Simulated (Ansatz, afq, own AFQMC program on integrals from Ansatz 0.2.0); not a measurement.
AFQMC on a folder of integrals that Ansatz 0.2.0 wrote.

```yaml
crystal:
  periodic: [false, false, false]
  atoms:
    - {symbol: Al, position_ang: [-0.961007, 0.000000, 0.000000]}
    - {symbol: H, position_ang: [-1.753931, 1.373384, 0.000000]}
    - {symbol: H, position_ang: [-1.753931, -1.373384, 0.000000]}
    - {symbol: H, position_ang: [0.828993, 0.000000, 0.000000]}
    - {symbol: B, position_ang: [2.151993, 0.000000, 0.000000]}
    - {symbol: H, position_ang: [2.661066, 0.000000, 1.077008]}
    - {symbol: H, position_ang: [2.661066, 0.000000, -1.077008]}
basis:
  gaussian: {orbitals: cc-pVDZ}
magnetization: {spin_polarized: true, initial_magnetization: 1}
correlation: {method: ccsd_t, electrons: outside_noble_gas, hamiltonian_folder: ham}
```

```sh
$ ansatz run in.yaml --threads 1 --pin off --events-out ev --progress --plain --max-ram 16896MiB --backend cuda --devices 0, --max-vram 18GiB
```

Options of the walk:

```
--method phaseless --trial cisd --walkers 4000 --populations 20 --least-time 60 --time-step 0.005 --steps-per-block 50 --equilibration-blocks 28 --max-blocks 4000 --target-error 0.0002 --factor-cut 1e-05 --start spin_pure --seed 5446 --release-times 0.24,0.51,0.99,1.62,2.4 --release-step 0.03 --release-every 3 --taylor-order 6
```

Times are imaginary, in 1/Eh. The walk had a cap of 167 s. With eight or more populations the least sampling time is a fifth of least-time, and the error comes from their spread.

Log:

```
orbitals 51  electrons 6 5  factors 393 of 525
reference energy -269.36696869 Eh
CCSD correlation -0.20670072 Eh in 11 cycles, weight of the determinant in the CISD state 0.8857
energy of the start -269.573314 Eh
 block  time / (1/Eh)  mean weight  energy / Eh
     1     0.250  0.9998  -269.570266
     2     0.500  0.9998  -269.570998
     3     0.750  0.9995  -269.572320
     4     1.000  0.9998  -269.573691
     5     1.250  0.9998  -269.574699
     8     2.000  0.9998  -269.576826
    11     2.750  1.0000  -269.578106
    14     3.500  1.0002  -269.578606
    17     4.250  0.9998  -269.578074
    20     5.000  0.9996  -269.577978
    21     5.250  1.0000  -269.577954
    23     5.750  1.0001  -269.578570
    26     6.500  0.9998  -269.578860
    29     7.250  0.9999  -269.578996
    30     7.500  0.9999  -269.579438
    32     8.000  1.0000  -269.579141
    35     8.750  1.0000  -269.579374
    38     9.500  0.9998  -269.578548
    41    10.250  0.9998  -269.578411
    44    11.000  1.0002  -269.578899
    47    11.750  1.0001  -269.578649
    50    12.500  1.0000  -269.578812
    53    13.250  0.9999  -269.578933
    56    14.000  0.9999  -269.578935
    59    14.750  1.0002  -269.578456
    62    15.500  1.0002  -269.578468
    65    16.250  1.0002  -269.578848
    68    17.000  0.9998  -269.578651
    71    17.750  1.0002  -269.578583
    74    18.500  1.0000  -269.578948
    77    19.250  0.9999  -269.578588
    78    19.500  1.0000  -269.578570
error from the spread of 20 populations
released: time / (1/Eh)  energy / Eh  error  mean overlap
  0.24  -269.578866  0.000078  1.0001
  0.51  -269.578954  0.000065  0.9976
  0.99  -269.578940  0.000098  0.9974
  1.62  -269.578966  0.000072  0.9941
  2.40  -269.578869  0.000106  1.0007
energy -269.578813 +/- 0.000105 Eh
(rows thinned)
```

The run passed its tests (sampling time, drift between the halves within three errors, error under three times the target), which doesn't prove that it has relaxed.

Against this walk (error 2.9 meV) on the same determinant: CCSD(T) 29.3 meV higher, CCSDT(Q) 2.0 meV lower (within the noise). The error is statistical and leaves out the bias of the constraint. Released to 2.40 1/Eh the energy moves by -2 ± 4 meV (both errors), within twice the noise.

Cautions: constraint bias not in the error.

The walk took 2.2 min on 1 × NVIDIA H100 80GB HBM3 with 2 threads of AMD EPYC 7R13 Processor (Zen 3) (shared host) (the card was shared). The log's last line is the phaseless energy.

CCSDT and higher add their correlation energy to the determinant of the CCSD(T) run, since their own runs factorise the integrals more tightly (a shift of under 2 meV). A walk keeps the symmetry of its determinant, which the program's search chose and which needn't be the lowest solution, so a lower state of the same spin and another symmetry isn't excluded.
